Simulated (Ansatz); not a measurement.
# Structural energy differences of gold

Computed with DFT, r2SCAN, plane waves (500 eV) with PAW, scalar-relativistic in Ansatz 0.2.0. (PAW data from PBE, frozen cores regenerated.)

Each structure is relaxed within its own symmetry, so a high-lying one may be dynamically unstable.

| structure | ΔE (meV/atom) | V (Å³/atom) | cell | magnetic state |
| --- | --- | --- | --- | --- |
| fcc | 0 | 17.52 | a = 4.123 Å | spin not included |
| dhcp | 6 | 17.55 | a = 2.893 Å, c = 9.687 Å (c/a = 3.349) | spin not included |
| hcp | 9 | 17.56 | a = 2.891 Å, c = 4.851 Å (c/a = 1.678) | spin not included |
| bcc | 20 | 17.58 | a = 3.276 Å | spin not included |
| omega (AlB2-type) | 64 | 17.92 | a = 4.703 Å, c = 2.806 Å (c/a = 0.597) | spin not included |
| A15 | 124 | 18.14 | a = 5.255 Å | spin not included |
| simple cubic | 184 | 20.12 | a = 2.720 Å | spin not included |
| diamond | 799 | 27.99 | a = 6.073 Å | spin not included |

ΔE counts from fcc.

Differences under about 8 meV lie within the error of the k-point mesh.
